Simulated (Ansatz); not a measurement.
C₃H₃Cl (`C#CCCl`), relaxed with RKS PBE-D4/def2-SVP in Ansatz 0.2.0 from a rough embedded geometry. The force threshold is 0.03 eV/Å; the program also tests the step.

Total charge 0; spin multiplicity 1.

Start:

```xyz
7

C     1.443   -0.304   -0.843
C     0.452   -0.164   -0.291
C    -0.790    0.049    0.387
Cl   -0.811    1.571    1.302
H     2.411   -0.495   -1.385
H    -1.655    0.096   -0.300
H    -1.050   -0.752    1.130
```

How much energy does the relaxation release, and in how many steps? (Best estimate.)

Ansatz gave: 43.80 kJ/mol, in 6 steps, 1 of them rejected.

Which bonds change most? (Estimate.)

Computed: C1–C2 from 1.143 to 1.222 Å; C1–H5 from 1.126 to 1.081 Å; C3–Cl4 from 1.776 to 1.818 Å; C2–C3 from 1.431 to 1.450 Å.

Give the relaxed structure. (Best estimate.)

The calculation gave: 
```xyz
7

C     1.493   -0.343   -0.877
C     0.438   -0.154   -0.289
C    -0.820    0.056    0.402
Cl   -0.854    1.609    1.346
H     2.428   -0.506   -1.395
H    -1.666    0.100   -0.313
H    -1.020   -0.761    1.125
```
